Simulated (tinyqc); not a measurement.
Worked calculation: MP2 on RHF in the sto-3g basis, frozen core, for H2O, spin multiplicity 1. One step of it, computed by the program tinyqc.

Task: Second-order Moller-Plesset energy. E2 = sum_ijab (ia|jb) [2 (ia|jb) - (ib|ja)] / (e_i + e_j - e_a - e_b) over occupied i, j and virtual a, b; the opposite-spin part is (ia|jb)^2 / denominator, the rest is same-spin, and SCS-MP2 scales them by 6/5 and 1/3.

orbital energies (hartree): MO1 -20.250085, MO2 -1.211475, MO3 -0.566213, MO4 -0.425069, MO5 -0.382586, MO6 0.483663, MO7 0.627986

Two-electron integrals over orbitals (pq|rs), unique and non-zero (hartree); the lowest 1 orbital is frozen and left out:
```
p,q,r,s,(pq|rs)
2,2,2,2,0.722044
3,2,3,2,0.133791
3,3,2,2,0.617212
3,3,3,3,0.597940
4,2,2,2,-0.018771
4,2,3,3,0.004948
4,2,4,2,0.129814
4,3,3,2,0.027836
4,3,4,3,0.052618
4,4,2,2,0.669356
4,4,3,3,0.571574
4,4,4,2,-0.099181
4,4,4,4,0.729141
5,2,5,2,0.149267
5,3,5,3,0.026483
5,4,5,2,-0.043473
5,4,5,4,0.049841
5,5,2,2,0.752623
5,5,3,3,0.603628
5,5,4,2,-0.075921
5,5,4,4,0.704677
5,5,5,5,0.880159
6,2,2,2,-0.133027
6,2,3,3,-0.064944
6,2,4,2,-0.029672
6,2,4,4,-0.072402
6,2,5,5,-0.145972
6,2,6,2,0.095208
6,3,3,2,0.042345
6,3,4,3,0.037336
6,3,6,3,0.078755
6,4,2,2,-0.118851
6,4,3,3,-0.045499
6,4,4,2,0.038875
6,4,4,4,-0.129564
6,4,5,5,-0.139382
6,4,6,2,0.062768
6,4,6,4,0.086952
6,5,5,2,-0.054057
6,5,5,4,-0.003776
6,5,6,5,0.035126
6,6,2,2,0.590237
6,6,3,3,0.549681
6,6,4,2,0.052088
6,6,4,4,0.540177
6,6,5,5,0.573435
6,6,6,2,-0.089127
6,6,6,4,-0.049002
6,6,6,6,0.578521
7,2,3,2,0.052624
7,2,4,3,-0.029499
7,2,6,3,-0.030595
7,2,7,2,0.067560
7,3,2,2,0.161325
7,3,3,3,0.088777
7,3,4,2,-0.073987
7,3,4,4,0.151532
7,3,5,5,0.200973
7,3,6,2,-0.071568
7,3,6,4,-0.093145
7,3,6,6,0.041872
7,3,7,3,0.156282
7,4,3,2,-0.071967
7,4,4,3,-0.008944
7,4,6,3,-0.053352
7,4,7,2,-0.017777
7,4,7,4,0.068496
7,5,5,3,0.023955
7,5,7,5,0.025453
7,6,3,2,-0.091167
7,6,4,3,-0.059361
7,6,6,3,-0.070769
7,6,7,2,0.003467
7,6,7,4,0.059079
7,6,7,6,0.115745
7,7,2,2,0.613803
7,7,3,3,0.587284
7,7,4,2,-0.019975
7,7,4,4,0.589528
7,7,5,5,0.616504
7,7,6,2,-0.063883
7,7,6,4,-0.050592
7,7,6,6,0.550310
7,7,7,3,0.100734
7,7,7,7,0.604091
```

Hartree-Fock energy = -74.94541666 hartree

Give: Terms; Pair energies; MP2 correlation energy; SCS-MP2 correlation energy; MP2 total energy.

Result:

Terms:
```
i,j,a,b,(ia|jb),(ib|ja),denominator,term
3,3,7,7,0.1563,0.1563,-2.3884,-0.0102
3,4,7,6,-0.0931,-0.0534,-2.1029,-0.0059
4,3,6,7,-0.0931,-0.0534,-2.1029,-0.0059
4,4,6,6,0.0870,0.0870,-1.8175,-0.0042
3,3,6,6,0.0788,0.0788,-2.0998,-0.0030
2,3,6,7,-0.0716,-0.0306,-2.8893,-0.0028
3,2,7,6,-0.0716,-0.0306,-2.8893,-0.0028
2,2,6,6,0.0952,0.0952,-3.3903,-0.0027
4,4,7,7,0.0685,0.0685,-2.1061,-0.0022
4,2,6,6,0.0628,0.0628,-2.6039,-0.0015
2,4,6,6,0.0628,0.0628,-2.6039,-0.0015
2,2,7,7,0.0676,0.0676,-3.6789,-0.0012
5,5,6,6,0.0351,0.0351,-1.7325,-0.0007
4,3,7,6,-0.0534,-0.0931,-2.1029,-3.44e-04
3,4,6,7,-0.0534,-0.0931,-2.1029,-3.44e-04
5,5,7,7,0.0255,0.0255,-2.0211,-3.21e-04
3,2,6,7,-0.0306,-0.0716,-2.8893,1.10e-04
2,3,7,6,-0.0306,-0.0716,-2.8893,1.10e-04
4,2,7,7,-0.0178,-0.0178,-2.8925,-1.09e-04
2,4,7,7,-0.0178,-0.0178,-2.8925,-1.09e-04
```

Pair energies (hartree; pair i-j sums ij and ji):
```
pair,opposite spin,same spin
2-2,-0.0039,0.0000
3-2,-0.0042,-0.0012
3-3,-0.0132,0.0000
4-2,-0.0032,0.0000
4-3,-0.0110,-0.0015
4-4,-0.0064,0.0000
5-5,-0.0010,0.0000
```

MP2 correlation energy = -0.045579 hartree

SCS-MP2 correlation energy = -0.052383 hartree

MP2 total energy = -74.990996 hartree
